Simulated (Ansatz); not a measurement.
For rock-salt BaO, PBE (Ansatz, a quantum-chemistry and plane-wave program, plane waves, PAW) gives:

| Quantity | Result |
|---|---|
| TO(Γ) frequency | 71 cm⁻¹ |
| elastic constant C11 | 115 GPa |
| elastic constant C44 | 35.6 GPa |
| Voigt–Reuss–Hill shear modulus | 35.2 GPa |

What does LC-ωPBE (Ansatz, plane waves, PAW) give for the same quantities?


- zone-centre TO phonon frequency: 131 cm⁻¹ (grows by 85 %)
- elastic constant C11: 135 GPa (grows by 17 %)
- elastic constant C44: 36.1 GPa (increases by 1.4 %)
- Voigt–Reuss–Hill shear modulus: 38.6 GPa (goes up by 9.7 %)

For comparison: zone-centre TO phonon frequency 146 cm⁻¹ (measured, temperature not stated, not corrected to a static lattice; as tabulated in Roshan et al. (2021), arXiv:2110.13857); elastic constant C11 126 GPa (measured, temperature not stated, no zero-point or thermal correction; as tabulated in Oses et al. (2018), arXiv:1811.08464); elastic constant C44 33.7 GPa (measured, temperature not stated, not corrected to a static lattice; as tabulated in Oses et al. (2018), arXiv:1811.08464).

Changes are worked out from the printed values.

Unless a cell is named, each level is at its own relaxed cell (PBE 21.65, LC-ωPBE 21.10 Å³/atom).

Ansatz's density-functional and Hartree–Fock values are scalar-relativistic unless marked +SOC, with PAW data made under PBE.
